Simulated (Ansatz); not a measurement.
## BH₄ (charge -1), SMILES [BH4-]: a search for lower mean-field states, step by step

Computed with Ansatz's Python interface.

Run as a notebook:

In [1]:
```python
import ansatz as az
import numpy as np
```

In [2]:
```python
GEOMETRY = """
B     0.00010    0.00017   -0.00011
H     0.68366    0.99701    0.21769
H     0.72634   -0.98849   -0.06707
H    -0.60041    0.13970   -1.06336
H    -0.80969   -0.14838    0.91285
"""
```

In [3]:
```python
system = az.Crystal.molecule()
for line in GEOMETRY.strip().splitlines():
    symbol, *xyz = line.split()
    system = system.atom(symbol, [float(v) for v in xyz])
symbols = [site.symbol for site in system.cartesian_sites]
```

In [4]:
```python
start = np.array([site.position_ang for site in system.cartesian_sites])
for factor in [1.0, 1.25, 1.6]:
    xyz = (start - start.mean(axis=0)) * factor
    scaled = az.Crystal.molecule()
    for symbol, place in zip(symbols, xyz):
        scaled = scaled.atom(symbol, place.tolist())
    job = scaled.calculation().basis(gaussian="def2-SVP").functional("hf").charge(-1).spin("collinear")
    for search in ("off", "standard"):
        try:
            summary = job.scf(lower_state_search=search).run().report
        except az.AnsatzError as error:
            print(f"x{factor} search {search}: {type(error).__name__}")
            continue
        state = summary["mean_field"]["state"]
        print(f"all distances x{factor}, search {search:8s} E = {summary['free_energy_ev']:.5f} eV  <S^2> = {abs(state['spin_squared']):.3f}  other states met: {len(summary['mean_field']['others'])}")
```
```text
all distances x1.0, search off      E = -733.45095 eV  <S^2> = 0.000  other states met: 0
all distances x1.0, search standard E = -733.45095 eV  <S^2> = 0.000  other states met: 0
all distances x1.25, search off      E = -731.31471 eV  <S^2> = 0.000  other states met: 0
all distances x1.25, search standard E = -731.31471 eV  <S^2> = 0.000  other states met: 0
all distances x1.6, search off      E = -725.13764 eV  <S^2> = 0.000  other states met: 0
all distances x1.6, search standard E = -725.22630 eV  <S^2> = 0.510  other states met: 7
```

What to keep in mind:
- Total energies depend on the basis set; only differences at equal settings carry meaning.
- The count of other states can hold repeated and symmetry-equivalent ends of the search; scaling all distances is a test, and for more than two atoms no physical path.
- The structure is a rough, unrelaxed start.
- The expectation value of S² is noticeably off S(S+1) in at least one run, so that state is spin-contaminated.
- Anions want diffuse functions, which this basis lacks.
- The whole script took 1.7 s on 1 thread of Arm Neoverse V1, on a shared host, peak memory 0.14 GiB.
